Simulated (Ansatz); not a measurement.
The reference is Si in the diamond structure (space group Fd-3m, No. 227; a = 5.4021 Å).

Computed with LDA (Ansatz, a program for electronic structure, PAW, no SOC).

| level | band gap | lattice parameter a |
|---|---|---|
| LDA | 0.45 eV | 5.402 Å |

Task: From these computed values, estimate the measured ones, and say how each level misses.

Result: Measured: band gap 1.23 eV (static lattice; corrected from measurement; as listed in Wei Chen et al., Physical Review Materials (2018)); lattice parameter a 5.421 Å (static lattice; corrected from measurement; as listed in Daniel Mejia-Rodriguez, S. B. Trickey, Phys. Rev. B (2018)). Computed minus measured — band gap: LDA -0.78 eV; lattice parameter a: LDA -0.3 %. A measured gap can be an optical one, lowered by exciton binding.

Stability against distortions was not tested.
